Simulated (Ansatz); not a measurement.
A made-up structure of AlH₂SO (charge -1), singlet:

| atom | x (Å) | y (Å) | z (Å) |
| --- | --- | --- | --- |
| O1 | 0.4240 | 0.1243 | 0.2125 |
| Al2 | -1.1412 | 0.4542 | -0.4913 |
| S3 | 1.1093 | -1.4338 | 0.3764 |
| H4 | -1.8177 | -0.8303 | -0.9416 |
| H5 | 0.7860 | 0.9862 | 0.4711 |

It is relaxed with PBE-D4/def2-SVPD and then PBE0-D4/def2-TZVPD (Ansatz 0.2.0). Atoms count as bonded within 1.22 times the sum of their covalent radii (H–H: 0.88 Å). The end point is not checked to be a true minimum.

Task: Does its bonding change? (A judgement: the text doesn't fix the answer.)

Result: The calculation gives: No: no bond forms or breaks.

Where it ends: The first stage lowers the energy by 0.83 eV in 6 steps. It ends as AlH₂SO ([AlH][OH][S]), total charge -1:
```csv
atom,x (Å),y (Å),z (Å)
O1,0.3415,0.0740,0.1685
Al2,-1.3050,0.6551,-0.5480
S3,1.3495,-1.4013,0.4930
H4,-1.8881,-0.8409,-0.9758
H5,0.8625,0.8137,0.4896
```

Labels in which every atom is bracketed show which atoms are joined, not bond orders.

For scale, one of the runs: PBE0-D4/def2-TZVPD relaxation, 147 basis functions, launched by `ansatz run in.yaml --threads 2 --pin off --events-out ev --progress --plain --max-ram 4352MiB`. Hardware: 2 CPU threads of an Arm Neoverse V1, shared host. Wall time about 24 s.
